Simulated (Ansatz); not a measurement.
# C3H8S2: basis-set convergence

An exercise on one series of results from a longer session: the logs are not shown, and one member is left open.

Method: one geometry, several basis sets; program: Ansatz 0.2.0, Gaussian basis.

Levels to be run: PBE0-D4/def2-SVP; ωB97M-V/def2-SVP; PBE0-D4/def2-QZVPP; ωB97M-V/def2-QZVPP; the functionals' def2-TZVPP values are taken from earlier runs.

### The relaxed structure

An earlier PBE0-D4 in a triple-zeta def2 set relaxation fixed the geometry.

13 atoms, charge 0, spin multiplicity 1.

Atoms are counted from 1 here; the program's logs count them from 0.

Bond lengths: C1–C2 1.512 Å, C1–H6 1.092 Å, C1–H7 1.092 Å, C1–H8 1.094 Å, C2–S3 1.816 Å, C2–H9 1.095 Å, C2–H10 1.092 Å, S3–S4 2.028 Å, S4–C5 1.805 Å, C5–H11 1.093 Å, C5–H12 1.089 Å, C5–H13 1.090 Å. Angles: C2–C1–H6 110.5°, C2–C1–H7 111.0°, C2–C1–H8 110.5°, H6–C1–H7 108.2°, H6–C1–H8 108.1°, H7–C1–H8 108.5°, C1–C2–S3 114.1°, C1–C2–H9 111.5°, C1–C2–H10 111.8°, S3–C2–H9 103.3°, S3–C2–H10 108.6°, H9–C2–H10 107.1°, C2–S3–S4 103.8°, S3–S4–C5 103.2°, S4–C5–H11 106.3°, S4–C5–H12 110.5°, S4–C5–H13 111.3°, H11–C5–H12 109.4° and more.

The first run:

Input file in.yaml:

```yaml
crystal:
  periodic: [false, false, false]
  atoms:
    - {symbol: C, position_ang: [-0.754594, -1.111441, 1.596002]}
    - {symbol: C, position_ang: [0.476642, -1.029366, 0.722395]}
    - {symbol: S, position_ang: [0.129786, -1.112799, -1.058185]}
    - {symbol: S, position_ang: [-0.933374, 0.575016, -1.424834]}
    - {symbol: C, position_ang: [0.347962, 1.810979, -1.723298]}
    - {symbol: H, position_ang: [-1.434302, -0.285249, 1.378002]}
    - {symbol: H, position_ang: [-1.291199, -2.047084, 1.428461]}
    - {symbol: H, position_ang: [-0.479014, -1.054041, 2.652700]}
    - {symbol: H, position_ang: [1.143707, -1.881668, 0.888581]}
    - {symbol: H, position_ang: [1.055165, -0.124664, 0.922008]}
    - {symbol: H, position_ang: [-0.173118, 2.734683, -1.985893]}
    - {symbol: H, position_ang: [0.986199, 1.506890, -2.551907]}
    - {symbol: H, position_ang: [0.946539, 1.983944, -0.829232]}
basis:
  gaussian: {orbitals: def2-SVP}
hamiltonian: {xc: pbe0, dispersion: d4}
output: {orbitals: {seedname: orbitals}}
```

On the command line:

```console
$ ansatz run in.yaml --threads 4 --pin off --events-out ev --progress --plain --max-ram 10444MiB
```

Steps of the session up to this table: PBE0-D4 in def2-SVP; ωB97M-V in def2-SVP; PBE0-D4 in def2-QZVPP; ωB97M-V in def2-QZVPP.

One of the session's tables, all rows but one given; the rest of the session is left out.

It belongs to the step «Density functionals: the series». 

```
functional       basis  HOMO (eV)  LUMO (eV)
   PBE0-D4    def2-SVP      -6.62       0.25
   PBE0-D4  def2-TZVPP          ?          ?
   PBE0-D4  def2-QZVPP      -6.70      -0.17
   ωB97M-V    def2-SVP      -8.76       2.48
   ωB97M-V  def2-TZVPP      -8.84       2.00
   ωB97M-V  def2-QZVPP      -8.87       1.69
```

**Question.** Estimate the row for PBE0-D4, def2-TZVPP.

The run gave: HOMO (eV): -6.67; LUMO (eV): -0.04. In the column «HOMO (eV)» it lies between PBE0-D4, def2-QZVPP (-6.70) and PBE0-D4, def2-SVP (-6.62).
